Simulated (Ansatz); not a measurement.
# AlCCl (triplet): from Hartree-Fock to the top rungs at a displaced geometry (v1), cc-pVDZ

How much of the correlation energy of AlCCl (triplet) does each wave-function method recover here?

Computed with Ansatz 0.2.0, Gaussian basis. Level: cc-pVDZ, core rule «outside noble gas», up to 11 orbitals frozen.

Plan: UHF; CCSD(T) on ROHF; CCSD(T) on UHF; BCCD(T) on ROHF; CISD; CCSDT(Q) on ROHF; CCSDT(Q) on UHF.

20 further runs of the same task are left out: 8 that didn't finish, 12 set aside as unsound or not needed.

## 1. The geometry

The geometry is a PBE0/def2-TZVP stationary point (not a proven minimum) with its atoms shifted at random (size 0.040 Å).

3 atoms, charge 0, spin multiplicity 3.

Atoms are counted from 1 here; the program's logs count them from 0.

Bond lengths: Al1–C2 1.956 Å, C2–Cl3 1.690 Å. Angles: Al1–C2–Cl3 177.0°.

Geometry (Å):

```xyz
3
CAlCl
Al   -0.0154   -0.0090    1.8669
C    -0.0163   -0.0252   -0.0894
Cl    0.0317    0.0342   -1.7774
```

## 2. UHF

Contents of in.yaml:

```yaml
crystal:
  periodic: [false, false, false]
  atoms:
    - {symbol: Al, position_ang: [-0.015433, -0.009008, 1.866857]}
    - {symbol: C, position_ang: [-0.016266, -0.025151, -0.089417]}
    - {symbol: Cl, position_ang: [0.031698, 0.034159, -1.777440]}
basis:
  gaussian: {orbitals: cc-pVDZ}
magnetization: {spin_polarized: true, initial_magnetization: 2}
hamiltonian: {xc: hf}
output: {orbitals: {seedname: orbitals}}
```

On the command line:

```
$ ansatz run in.yaml --threads 1 --pin off --events-out ev --progress --plain --max-ram 2393MiB
```

Further steps of the session: CCSD(T) on ROHF; CCSD(T) on UHF; BCCD(T) on ROHF; CISD; CCSDT(Q) on ROHF; CCSDT(Q) on UHF.

**Question.** What will the summary of the whole plan be? Wanted: UCCSDT(Q) below the RHF energy; RMP2 from UCCSDT(Q); UMP2 from UCCSDT(Q); RCCSD from UCCSDT(Q); RCCSD(T) from UCCSDT(Q); UCCSD(T) from UCCSDT(Q); RCCSDT(Q) from UCCSDT(Q); T1 diagnostic.

**Answer**, as computed:

```
                         quantity                      value
   UCCSDT(Q) below the RHF energy                 -8.7713 eV
              RMP2 from UCCSDT(Q)                +1347.0 meV
              UMP2 from UCCSDT(Q)                +1384.7 meV
             RCCSD from UCCSDT(Q)                 +327.4 meV
          RCCSD(T) from UCCSDT(Q)                  +61.4 meV
          UCCSD(T) from UCCSDT(Q)                  +63.6 meV
         RCCSDT(Q) from UCCSDT(Q)                   +3.4 meV
levels within 1 kcal/mol (43 meV)  RCCSDT, UCCSDT, RCCSDT(Q)
                    T1 diagnostic                      0.030
```

What this shows: RCCSD(T) misses by +61.4 meV, 0.7 % of the correlation energy. These misses are within one basis, not against nature; the frozen cores of restricted and unrestricted runs differ, which can shift their rows.
